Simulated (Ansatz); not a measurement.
Geometry optimisation, RKS PBE-D4/def2-TZVP (Ansatz 0.2.0).

The input (input.yaml):

```yaml
crystal:
  periodic: [false, false, false]
  atoms:
    - { symbol: Mg, position_ang: [-1.67782, -0.30045, -0.75381] }
    - { symbol: O, position_ang: [0.01283, -0.22673, -0.08191] }
    - { symbol: S, position_ang: [1.46108, -0.32869, 0.41965] }
    - { symbol: H, position_ang: [-3.11025, -0.21998, -1.2878] }
    - { symbol: H, position_ang: [2.09217, -0.87786, -0.69125] }
    - { symbol: H, position_ang: [1.45034, -1.58402, 1.01658] }
total_charge: 1
basis:
  gaussian: { orbitals: def2-TZVP }
hamiltonian:
  xc: pbe
  dispersion: d4
relax:
  f_tol: 0.015
  max_steps: 40
```

Launched with:

```bash
$ ansatz run input.yaml --threads 2 --pin off --max-ram 3072MiB --backend cpu --events-out ev --progress --plain --runs-dir out
```

**Question.** Where does it end, and by what steps?

**Answer.** The run converged. After 9 steps the energy has fallen by 0.228 eV; O2 moved furthest, 0.32 Å.

```json
{"step": "0", "energy less start (eV)": "0.0000", "largest force component (eV/Å)": "1.772", "accepted": "yes"}
{"step": "1", "energy less start (eV)": "-0.1721", "largest force component (eV/Å)": "0.672", "accepted": "yes"}
{"step": "2", "energy less start (eV)": "-0.2104", "largest force component (eV/Å)": "0.278", "accepted": "yes"}
{"step": "3", "energy less start (eV)": "-0.2161", "largest force component (eV/Å)": "0.162", "accepted": "yes"}
{"step": "4", "energy less start (eV)": "-0.2254", "largest force component (eV/Å)": "0.072", "accepted": "yes"}
{"step": "5", "energy less start (eV)": "-0.2248", "largest force component (eV/Å)": "0.318", "accepted": "no"}
{"step": "6", "energy less start (eV)": "-0.2264", "largest force component (eV/Å)": "0.027", "accepted": "yes"}
{"step": "7", "energy less start (eV)": "-0.2266", "largest force component (eV/Å)": "0.133", "accepted": "yes"}
{"step": "8", "energy less start (eV)": "-0.2274", "largest force component (eV/Å)": "0.072", "accepted": "yes"}
{"step": "9", "energy less start (eV)": "-0.2277", "largest force component (eV/Å)": "0.006", "accepted": "yes"}
```

```xyz
6
Properties=species:S:1:pos:R:3
Mg -1.780 -0.266 -0.789
O 0.025 -0.521 -0.206
S 1.430 -0.353 0.399
H -3.357 -0.066 -1.307
H 2.279 -0.813 -0.588
H 1.631 -1.519 1.112
```

Time of the run: 6.6 s on 2 threads of AMD EPYC 9R45 96-Core Processor (Zen 5), on a shared host, peak memory 0.21 GiB.
